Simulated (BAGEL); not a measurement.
**HF/cc-pVDZ (density fitting with qzvpp-jkfit) run of C3HFO (SMILES O=c1cc1F)**

Aim: the vertical ionisation energy of C3HFO at HF/cc-pVDZ (density fitting with qzvpp-jkfit), from 2 runs. 

The calculation is run with BAGEL 1.2.2.

## Step 1: The molecule

The species is C3HFO (6 atoms), meant as a singlet with charge 0. SMILES: `O=c1cc1F`. The shape is that of a GFN2-xTB optimisation.

Bond lengths: O1–C2 1.185 Å, C2–C3 1.446 Å, C2–C4 1.431 Å, C3–C4 1.345 Å, C4–F5 1.315 Å, C3–H6 1.068 Å. Angles: O1–C2–C3 152.4°, O1–C2–C4 151.8°, C3–C2–C4 55.7°, C2–C3–C4 61.6°, C2–C4–C3 62.7°, C2–C4–F5 154.9°, C3–C4–F5 142.4°, C2–C3–H6 152.4°, C4–C3–H6 146.0°.

## Step 2: The energy at HF/cc-pVDZ (density fitting with qzvpp-jkfit)

input.json reads:

```json
{ "bagel" : [

{
  "title" : "molecule",
  "basis" : "cc-pvdz.json",
  "df_basis" : "qzvpp-jkfit",
  "angstrom" : "true",
  "geometry" : [
    { "atom" : "O", "xyz" : [   -0.186080,   -2.058000,   -0.090230 ] },
    { "atom" : "C", "xyz" : [   -0.070410,   -0.880460,   -0.022540 ] },
    { "atom" : "C", "xyz" : [    0.458040,    0.323180,    0.579520 ] },
    { "atom" : "C", "xyz" : [   -0.344340,    0.442990,   -0.492770 ] },
    { "atom" : "F", "xyz" : [   -0.893220,    1.333840,   -1.289410 ] },
    { "atom" : "H", "xyz" : [    1.036010,    0.838440,    1.315440 ] }
  ]
},
{ "title" : "hf" },
{ "title" : "print", "file" : "orbitals.molden", "orbitals" : "true" }

]}
```

The basis set cc-pVDZ is read from a file made from the Basis Set Exchange's data (not shown).

Command:

```
BAGEL_NUM_THREADS=1 BAGEL input.json > input.out
```

What it wrote:

```text
* using 1 threads per process

  ===============================================================
  ===============================================================

  *** Geometry ***

  { "atom" : "O", "xyz" : [     -0.351640,     -3.889056,     -0.170510 ] },
  { "atom" : "C", "xyz" : [     -0.133056,     -1.663828,     -0.042594 ] },
  { "atom" : "C", "xyz" : [      0.865570,      0.610722,      1.095134 ] },
  { "atom" : "C", "xyz" : [     -0.650708,      0.837130,     -0.931200 ] },
  { "atom" : "F", "xyz" : [     -1.687941,      2.520592,     -2.436632 ] },
  { "atom" : "H", "xyz" : [      1.957775,      1.584422,      2.485821 ] },

  Number of auxiliary basis functions:      397

  Since a DF basis is specified, we compute 2- and 3-index integrals:
    o Being stored without compression. Storage requirement is 0.018 GB

  Number of basis functions:       75
  Number of electrons      :       36

    * METHOD: MOLECULE                             0.12

  *** RHF ***

  === Nuclear Repulsion ===
   144.4924257452

      * DIIS with orbital gradients will be used.

  === RHF iteration (cc-pvdz.json) ===
      0       -288.16665593          0.01797019           0.03
      1       -288.27627216          0.01516335           0.03
      2       -288.39172931          0.00204719           0.03
      3       -288.39480670          0.00067728           0.03
      4       -288.39522978          0.00024843           0.03
      5       -288.39530151          0.00011383           0.03
      6       -288.39532043          0.00004755           0.03
      7       -288.39532427          0.00001591           0.03
      8       -288.39532450          0.00000808           0.03
      9       -288.39532455          0.00000261           0.03
     10       -288.39532456          0.00000087           0.03
     11       -288.39532456          0.00000035           0.03
     12       -288.39532456          0.00000014           0.03
     13       -288.39532456          0.00000006           0.03
     14       -288.39532456          0.00000002           0.03
     15       -288.39532456          0.00000001           0.03
    * SCF iteration converged.

    * Permanent dipole moment:
           (   -0.427630,    -1.293105,    -0.474877) a.u.

    * METHOD: HF                                   0.53

    * METHOD: PRINT                                0.01

  ===============================================================
```

Wall time 0.9 s (1 thread of Arm Neoverse V2, shared host); peak memory 0.086 GiB.

## Step 3: The doublet cation at the same level

job.json reads:

```json
{ "bagel" : [

{
  "title" : "molecule",
  "basis" : "cc-pvdz.json",
  "df_basis" : "qzvpp-jkfit",
  "angstrom" : true,
  "geometry" : [
    { "atom" : "O", "xyz" : [      -0.186080,      -2.058000,      -0.090230 ] },
    { "atom" : "C", "xyz" : [      -0.070410,      -0.880460,      -0.022540 ] },
    { "atom" : "C", "xyz" : [       0.458040,       0.323180,       0.579520 ] },
    { "atom" : "C", "xyz" : [      -0.344340,       0.442990,      -0.492770 ] },
    { "atom" : "F", "xyz" : [      -0.893220,       1.333840,      -1.289410 ] },
    { "atom" : "H", "xyz" : [       1.036010,       0.838440,       1.315440 ] }
  ]
},

{ "title" : "uhf", "charge" : 1, "nopen" : 1 },

{ "title" : "print", "file" : "orbitals.molden", "orbitals" : true }

]}
```

The basis set cc-pVDZ is read from a file made from the Basis Set Exchange's data (not shown).

Command:

```
BAGEL_NUM_THREADS=1 BAGEL job.json > job.out
```

What it wrote:

```text
* using 1 threads per process

  ===============================================================
  ===============================================================

  *** Geometry ***

  { "atom" : "O", "xyz" : [     -0.351640,     -3.889056,     -0.170510 ] },
  { "atom" : "C", "xyz" : [     -0.133056,     -1.663828,     -0.042594 ] },
  { "atom" : "C", "xyz" : [      0.865570,      0.610722,      1.095134 ] },
  { "atom" : "C", "xyz" : [     -0.650708,      0.837130,     -0.931200 ] },
  { "atom" : "F", "xyz" : [     -1.687941,      2.520592,     -2.436632 ] },
  { "atom" : "H", "xyz" : [      1.957775,      1.584422,      2.485821 ] },

  Number of auxiliary basis functions:      397

  Since a DF basis is specified, we compute 2- and 3-index integrals:
    o Being stored without compression. Storage requirement is 0.018 GB

  Number of basis functions:       75
  Number of electrons      :       36

    * METHOD: MOLECULE                             0.12

  *** Open-shell HF ***

  === Nuclear Repulsion ===
   144.4924257452

      * DIIS with orbital gradients will be used.

  === UHF iteration (cc-pvdz.json) ===
      0       -287.73559562          0.04380826           0.06
      1       -287.80908567          0.04377115           0.06
      2       -287.86420943          0.03772567           0.06
      3       -288.04448659          0.00385821           0.06
      4       -288.05662591          0.00300938           0.06
      5       -288.06270185          0.00228484           0.06
      6       -288.06857639          0.00092940           0.06
      7       -288.06885709          0.00036551           0.06
      8       -288.06899322          0.00013666           0.06
      9       -288.06902105          0.00008223           0.06
     10       -288.06903530          0.00005186           0.06
     11       -288.06904142          0.00003187           0.06
     12       -288.06904361          0.00001875           0.06
     13       -288.06904422          0.00000865           0.06
     14       -288.06904441          0.00000562           0.06
     15       -288.06904450          0.00000459           0.06
     16       -288.06904460          0.00000373           0.06
     17       -288.06904468          0.00000299           0.06
     18       -288.06904471          0.00000248           0.06
     19       -288.06904472          0.00000220           0.06
     20       -288.06904474          0.00000180           0.06
     21       -288.06904475          0.00000105           0.06
     22       -288.06904475          0.00000062           0.06
     23       -288.06904475          0.00000045           0.06
     24       -288.06904475          0.00000032           0.06
     25       -288.06904476          0.00000023           0.06
     26       -288.06904476          0.00000017           0.06
     27       -288.06904476          0.00000012           0.06
     28       -288.06904476          0.00000010           0.06
     29       -288.06904476          0.00000007           0.06
     30       -288.06904476          0.00000004           0.06
     31       -288.06904476          0.00000002           0.06
     32       -288.06904476          0.00000001           0.06
     33       -288.06904476          0.00000001           0.06
     34       -288.06904476          0.00000001           0.06
    * SCF iteration converged.

    * S^2 (UHF) is 0.7800

    * Permanent dipole moment:
           (   -0.718359,    -0.013716,    -0.958215) a.u.

    * METHOD: UHF                                  2.09

    * METHOD: PRINT                                0.01

  ===============================================================
```

Run time: 2.5 s. Hardware: 1 thread of Arm Neoverse V2, shared host; peak memory 0.086 GiB.

## Step 4: Results

At HF/cc-pVDZ (density fitting with qzvpp-jkfit):

| quantity | value |
| --- | --- |
| singlet C3HFO: total energy | -288.39532 Eh |
| singlet C3HFO: dipole moment | 3.67 D |
| singlet C3HFO: HOMO energy | -11.26 eV |
| singlet C3HFO: LUMO energy | 3.42 eV |
| singlet C3HFO: HOMO–LUMO gap | 14.68 eV |
| doublet cation: total energy | -288.06904 Eh |
| doublet cation: ⟨S²⟩ | 0.780 |
| vertical ionisation energy (to the doublet cation) | 8.879 eV |

In words: Removing an electron at fixed nuclei costs 8.88 eV (205 kcal/mol). −ε(HOMO) before ionisation, 11.26 eV, is 2.38 eV above this ionisation energy.
